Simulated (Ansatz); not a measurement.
# P2+ (quartet): wave-function methods side by side, cc-pVDZ

How much of the correlation energy of P2+ (quartet) does each wave-function method recover here?

The runs use Ansatz 0.2.0, Gaussian basis; cc-pVDZ, core rule «outside noble gas», up to 10 orbitals frozen.

The runs, in order: UHF; CCSD(T) on ROHF; CCSD(T) on UHF; BCCD(T) on ROHF; CISD as a restricted active space (open shells left free, so some higher excitations enter); CCSDT(Q) on ROHF; CCSDT(Q) on UHF; CISDTQ; CCSDTQ on ROHF; CCSDTQ on UHF; CASSCF and MRCISD+Q, 9 electrons in 8 orbitals; CASSCF and NEVPT2, 9 electrons in 8 orbitals; Full CI.

2 further runs of the same task are left out: 2 set aside as unsound or not needed. Runs told in other sessions of the task aren't counted.

## Step 1: The geometry

The geometry is a PBE0/def2-TZVP stationary point (not a proven minimum) of the parent state, kept for this charge and spin.

2 atoms, charge 1, spin multiplicity 4.

Atoms are counted from 1 here; the program's logs count them from 0.

Bond lengths: P1–P2 1.966 Å.

## Step 2: UHF

Input file in.yaml:

```yaml
crystal:
  periodic: [false, false, false]
  atoms:
    - {symbol: P, position_ang: [0.000000, 0.000000, 0.000000]}
    - {symbol: P, position_ang: [0.000000, 0.000000, 1.965600]}
basis:
  gaussian: {orbitals: cc-pVDZ}
total_charge: 1
magnetization: {spin_polarized: true, initial_magnetization: 3}
hamiltonian: {xc: hf}
output: {orbitals: {seedname: orbitals}}
```

Launch:

```bash
$ ansatz run in.yaml --threads 1 --pin off --events-out ev --progress --plain --max-ram 2880MiB --backend cpu
```

Further steps of the session: CCSD(T) on ROHF; CCSD(T) on UHF; BCCD(T) on ROHF; CISD as a restricted active space (open shells left free, so some higher excitations enter); CCSDT(Q) on ROHF; CCSDT(Q) on UHF; CISDTQ; CCSDTQ on ROHF; CCSDTQ on UHF; CASSCF and MRCISD+Q, 9 electrons in 8 orbitals; CASSCF and NEVPT2, 9 electrons in 8 orbitals; Full CI.

Q: Predict the results of all the runs planned. Wanted: FCI from the RHF energy; RMP2 from FCI; UMP2 from FCI; RCCSD from FCI; RCCSD(T) from FCI; UCCSD(T) from FCI; RCCSDT(Q) from FCI; UCCSDT(Q) from FCI; NEVPT2 valence from FCI.

**Answer**, as computed:

| quantity | value |
| --- | --- |
| FCI from the ROHF energy | -5.5918 eV |
| RMP2 from FCI | +35.11 kcal/mol |
| UMP2 from FCI | +36.70 kcal/mol |
| RCCSD from FCI | +16.24 kcal/mol |
| RCCSD(T) from FCI | +8.27 kcal/mol |
| UCCSD(T) from FCI | +8.61 kcal/mol |
| RCCSDT(Q) from FCI | -0.62 kcal/mol |
| UCCSDT(Q) from FCI | -0.39 kcal/mol |
| NEVPT2 valence from FCI | +20.50 kcal/mol |
| MRCISD+Q valence from FCI | -0.37 kcal/mol |
| levels within 1 kcal/mol (43 meV) | RCCSDT(Q), UCCSDT(Q), RCCSDTQ, UCCSDTQ, MRCISD+Q valence |
| T1 diagnostic | 0.023 |
| effectively unpaired electrons | 3.74 |

What this shows: RCCSD(T) misses by +8.27 kcal/mol, 6.4 % of the correlation energy. RCCSDT(Q), UCCSDT(Q), MRCISD+Q valence fall below full CI: unrestricted runs freeze a spin-polarised core, another one than full CI's, and coupled cluster isn't variational. The occupations show static correlation (3.74 effectively unpaired electrons where one determinant has 3). Of the multireference levels listed MRCISD+Q valence comes nearest in total energy (-0.37 kcal/mol), which doesn't show that its space is the better one. Coupled cluster took another determinant than the lowest Hartree-Fock one. These misses are within one basis, not against nature; the frozen cores of restricted and unrestricted runs differ, which can shift their rows.

Levels on UHF freeze UHF's core orbitals, full CI those of ROHF, so the U rows can settle a little off it for that reason alone.

With open shells the CI space here admits some higher excitations, so it is larger than plain CISD.
